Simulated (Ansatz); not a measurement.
System: SnSe (Pnma, No. 62). Method: r²SCAN (Ansatz, a first-principles code, plane waves, PAW).

Run with plane-wave cutoff 560 eV, 4×8×8 k mesh (along the axes of the cell as run), Fermi–Dirac smearing 0.01 eV, scalar-relativistic PAW data made under PBE.

Cell (relaxed at this level):

```xyz
8
Lattice="11.6714 0.0000 0.0000 0.0000 4.1231 0.0000 0.0000 0.0000 4.7011" Properties=species:S:1:pos:R:3 pbc="T T T"
Sn     7.2351     3.0923     1.7623
Sn     4.4362     1.0308     2.9388
Sn    10.2719     1.0308     4.1128
Sn     1.3994     3.0923     0.5882
Se     1.7262     1.0308     2.4076
Se     9.9452     3.0923     2.2935
Se     4.1095     3.0923     0.0570
Se     7.5618     1.0308     4.6440
```

### Question
What does this level give for the band gap, smallest direct gap on the k points sampled and Γ–Γ gap?

### Answer

* **band gap**: 1.01 eV
* **smallest direct gap on the k points sampled**: 1.40 eV
* **Γ–Γ gap**: 1.49 eV

Note: the volume lies 7 % above that of the published cell.

Spin–orbit coupling is not included.

Static lattice: no zero-point or thermal effects.

Computing time: very roughly 7 core-minutes.
